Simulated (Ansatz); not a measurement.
**Worked example: BCl⁺, quartet against BCl⁺, doublet**

Geometry (PBE0/def2-TZVP stationary point of a doublet), kept for both states (BCl⁺, doublet: Σ⁺ or Δ; BCl⁺, quartet: Σ⁺ or Δ):

```xyz
2

B     0.0000    0.0000    0.0000
Cl    0.0000    0.0000    1.5964
```

Basis 6-31G; Ansatz 0.2.0. Only valence electrons are correlated (noble-gas cores frozen). Prefix R: restricted or restricted open-shell reference; prefix U: unrestricted.

Full CI is exact within this basis and frozen core; it isn't the basis-set limit. The frozen core follows each run's orbitals, which can shift R against U totals by a few meV.

The determinant of the BCl⁺ quartet fills πx and πy unequally, so it is a mixture of Σ and Δ, which weighs on every level built on one determinant.

```json
{"level": "UHF", "E(BCl⁺, doublet) (hartree)": "-483.732254", "E(BCl⁺, quartet) (hartree)": "-483.550150"}
{"level": "UMP2", "E(BCl⁺, doublet) (hartree)": "-483.808744", "E(BCl⁺, quartet) (hartree)": "-483.588678"}
{"level": "UCCSD(T)", "E(BCl⁺, doublet) (hartree)": "-483.824545", "E(BCl⁺, quartet) (hartree)": "-483.604267"}
{"level": "PBE", "E(BCl⁺, doublet) (hartree)": "-484.334791", "E(BCl⁺, quartet) (hartree)": "-484.098539"}
{"level": "B3LYP", "E(BCl⁺, doublet) (hartree)": "-484.575681", "E(BCl⁺, quartet) (hartree)": "-484.343629"}
{"level": "full CI", "E(BCl⁺, doublet) (hartree)": "-483.825180", "E(BCl⁺, quartet) (hartree)": "-483.608896"}
```

**Question.** Give the vertical gap, BCl⁺ quartet less BCl⁺ doublet, at each level in eV (1 hartree = 27.2114 eV), and each error against full CI.

**Answer.** full CI: (-483.608896 − (-483.825180)) × 27.2114 = 5.885 eV (the reference)
B3LYP: (-484.343629 − (-484.575681)) × 27.2114 = 6.314 eV, error 0.429 eV
PBE: (-484.098539 − (-484.334791)) × 27.2114 = 6.429 eV, error 0.544 eV
UCCSD(T): (-483.604267 − (-483.824545)) × 27.2114 = 5.994 eV, error 0.109 eV
UMP2: (-483.588678 − (-483.808744)) × 27.2114 = 5.988 eV, error 0.103 eV
UHF: (-483.550150 − (-483.732254)) × 27.2114 = 4.955 eV, error -0.930 eV

Total energies of functionals can't be set beside those of wave-function methods, since they hold the core's correlation and their own absolute errors; only the differences compare.

The set has no polarisation functions, so the order and spacing of states can differ from the basis-set limit.

In so small a basis the reference is far from its limit while semilocal and hybrid functionals are nearer theirs, so the functionals' errors here hold much of the reference's basis and frozen-core error, which can add to them or hide them.

Each level lands on the state that its own search finds. T1 diagnostics of restricted CCSD: 0.036 and 0.016.
